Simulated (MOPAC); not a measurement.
MOPAC input (PM6):

```
PM6 PRECISE GNORM=0.05 LET XYZ UHF MS=0.5 GEO-OK AUX(PRECISION=9) THREADS=1
C2H4NO

O     0.48055385 1    1.23179566 1    0.07123776 1
C     0.08562762 1    0.07027235 1   -0.02389028 1
N     1.00626554 1   -0.92842649 1    0.11309204 1
C    -1.36042777 1   -0.31419675 1   -0.10205132 1
H    -1.96283413 1    0.55313497 1   -0.36202520 1
H    -1.50169577 1   -1.10859351 1   -0.83655991 1
H    -1.68137161 1   -0.70252237 1    0.86657569 1
H     1.90641279 1   -0.63385265 1   -0.27388722 1
```

Q: What heat of formation does the run end on?

A: -2.85 kcal/mol.
